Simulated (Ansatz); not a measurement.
# C3H4N2: the cost of one run

Program: Ansatz 0.2.0, Gaussian basis. Level of theory: the settings change from run to run. These are calculated values, not measurements.

### 1 The geometry

The structure was relaxed beforehand with PBE0-D4 in a triple-zeta def2 set.

SMILES `NC1=C=CN1`, 9 atoms, charge 0, spin multiplicity 1.

Atoms are counted from 1 here; the program's logs count them from 0.

Bond lengths: N1–C2 1.319 Å, N1–H6 1.005 Å, N1–H7 1.006 Å, C2–C3 1.439 Å, C2–N5 1.421 Å, C3–C4 1.370 Å, C4–N5 1.495 Å, C4–H8 1.088 Å, N5–H9 1.028 Å. Angles: C2–N1–H6 122.4°, C2–N1–H7 118.2°, H6–N1–H7 119.4°, N1–C2–C3 130.7°, N1–C2–N5 124.1°, C3–C2–N5 103.2°, C2–C3–C4 75.6°, C3–C4–N5 102.9°, C3–C4–H8 135.3°, N5–C4–H8 121.1°, C2–N5–C4 72.3°, C2–N5–H9 112.7°, C4–N5–H9 115.1°.

### 2 B2PLYP/cc-pVTZ

Input file in.yaml:

```yaml
crystal:
  periodic: [false, false, false]
  atoms:
    - {symbol: N, position_ang: [-0.879036, 1.037280, -0.598032]}
    - {symbol: C, position_ang: [0.054775, 0.116668, -0.454376]}
    - {symbol: C, position_ang: [0.133677, -1.227362, -0.963146]}
    - {symbol: C, position_ang: [0.717222, -1.295586, 0.274382]}
    - {symbol: N, position_ang: [1.038938, 0.133693, 0.570332]}
    - {symbol: H, position_ang: [-0.887262, 1.884547, -0.057789]}
    - {symbol: H, position_ang: [-1.595828, 0.883495, -1.287059]}
    - {symbol: H, position_ang: [0.831766, -2.066456, 1.034210]}
    - {symbol: H, position_ang: [0.674347, 0.487420, 1.464477]}
basis:
  gaussian: {orbitals: cc-pVTZ}
hamiltonian: {xc: {name: B2PLYP}}
output: {forces: true}
```

Command:

```bash
$ ansatz run in.yaml --threads 2 --pin off --events-out ev --progress --plain --max-ram 4352MiB
```

Q: Estimate wall time and peak memory on 2 threads of Arm Neoverse N1, shared host.

About 26 s, with a peak of 0.64 GiB.
